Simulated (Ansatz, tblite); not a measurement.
# The cluster B₄H₂−: one state, many levels

An exercise on one series of results from a longer session: the logs are not shown, and one member is left open.

Program: Ansatz 0.2.0, Gaussian basis. Level of theory: as each input shows. These are calculated values, not measurements.

The runs, in order: GFN1-xTB, GFN2-xTB, PBE-D4/def2-TZVPD, r2SCAN-D4/def2-TZVPD, CAM-B3LYP-D4/def2-TZVPD, LC-ωPBE/def2-TZVPD, revPBE-D4/def2-TZVPD, PBE-QIDH/def2-TZVPD, BLYP-D4/def2-TZVPD, ωB97X-V/def2-TZVPD, B97M-V/def2-TZVPD, PBE-D4/def2-SVPD, PBE0-D4/def2-SVPD, HF/STO-3G, HF/6-31G, B3LYP-D4/6-31G, CCSD(T)/def2-TZVPPD, MP2/def2-TZVPD, RPA/def2-TZVPD.

1 further run of the same task is left out (it didn't finish).

## The relaxed structure

The doublet was relaxed beforehand with PBE0-D4/def2-TZVPD. At that level it is the lowest of the isomers that a small search found.

6 atoms, charge -1, spin multiplicity 2.

Bond lengths: B1–B2 1.601 Å, B1–B4 1.601 Å, B1–H5 1.195 Å, B2–B3 1.601 Å, B2–B4 1.707 Å, B3–B4 1.601 Å, B3–H6 1.195 Å. Angles: B2–B1–B4 64.4°, B2–B1–H5 147.8°, B4–B1–H5 147.7°, B1–B2–B3 115.6°, B1–B2–B4 57.8°, B3–B2–B4 57.8°, B2–B3–B4 64.4°, B2–B3–H6 147.8°, B4–B3–H6 147.8°, B1–B4–B2 57.8°, B1–B4–B3 115.5°, B2–B4–B3 57.8°.

The ion is computed in the gas phase, without counter-ions or solvent.

PBE0-D4/def2-TZVPD was run before; its log isn't repeated, and its numbers join the tables.

Set-up of the first run:

Tight binding, by tblite at 300 K electronic temperature and without a spin-polarisation term:

```python
tblite.interface.Calculator('GFN1-xTB', numbers, positions, charge=-1, uhf=1).singlepoint()
```

Tight binding, by tblite at 300 K electronic temperature and without a spin-polarisation term:

```python
tblite.interface.Calculator('GFN2-xTB', numbers, positions, charge=-1, uhf=1).singlepoint()
```

start.molden holds the orbitals of an earlier run on this state, given as this run's starting guess.

Input file in.yaml:

```yaml
crystal:
  periodic: [false, false, false]
  atoms:
    - {symbol: B, position_ang: [0.899468, 0.137023, 1.003007]}
    - {symbol: B, position_ang: [0.491862, -0.598232, -0.359068]}
    - {symbol: B, position_ang: [-0.899197, -0.137420, -1.003196]}
    - {symbol: B, position_ang: [-0.491715, 0.598079, 0.358957]}
    - {symbol: H, position_ang: [1.693103, 0.259337, 1.888548]}
    - {symbol: H, position_ang: [-1.693521, -0.258788, -1.888248]}
basis:
  gaussian: {orbitals: def2-TZVPD, initial_orbitals: start.molden}
total_charge: -1
magnetization: {spin_polarized: true, initial_magnetization: 1}
hamiltonian: {xc: pbe, dispersion: d4}
scf: {omitted_lower_state_checks: [starts]}
output: {orbitals: {seedname: orbitals}}
```

On the command line:

```bash
ansatz run in.yaml --threads 4 --pin off --events-out ev --progress --plain --max-ram 3916MiB
```

Among the steps run: PBE-D4/def2-TZVPD; r2SCAN-D4/def2-TZVPD; CAM-B3LYP-D4/def2-TZVPD; LC-ωPBE/def2-TZVPD; revPBE-D4/def2-TZVPD; PBE-QIDH/def2-TZVPD; BLYP-D4/def2-TZVPD; ωB97X-V/def2-TZVPD; B97M-V/def2-TZVPD; PBE-D4/def2-SVPD; PBE0-D4/def2-SVPD; HF/STO-3G; HF/6-31G; B3LYP-D4/6-31G; CCSD(T)/def2-TZVPPD; MP2/def2-TZVPD; RPA/def2-TZVPD.

One table of the session follows, with a row left open; its other results are not shown here.

It belongs to the step «Levels side by side». 

| level | LUMO (eV) | gap (eV) |
| --- | --- | --- |
| HF/STO-3G | 13.50 | 12.38 |
| HF/6-31G | 7.77 | 10.17 |
| PBE-D4/def2-SVPD | 1.85 | 1.33 |
| PBE-D4/def2-TZVPD | 1.79 | 1.32 |
| revPBE-D4/def2-TZVPD | 1.89 | 1.38 |
| BLYP-D4/def2-TZVPD | 1.79 | 1.09 |
| r2SCAN-D4/def2-TZVPD | 2.29 | 2.11 |
| B97M-V/def2-TZVPD | ? | ? |
| B3LYP-D4/6-31G | 3.71 | 2.99 |
| PBE0-D4/def2-SVPD | 2.69 | 3.14 |
| PBE0-D4/def2-TZVPD | 2.63 | 3.11 |
| CAM-B3LYP-D4/def2-TZVPD | 3.28 | 4.85 |
| LC-ωPBE/def2-TZVPD | 4.17 | 7.11 |
| ωB97X-V/def2-TZVPD | 4.03 | 6.45 |

**Question.** Estimate the row for B97M-V/def2-TZVPD.

As computed: LUMO (eV): 1.90; gap (eV): 1.54. In the column «LUMO (eV)» it lies between revPBE-D4/def2-TZVPD (1.89) and r2SCAN-D4/def2-TZVPD (2.29).
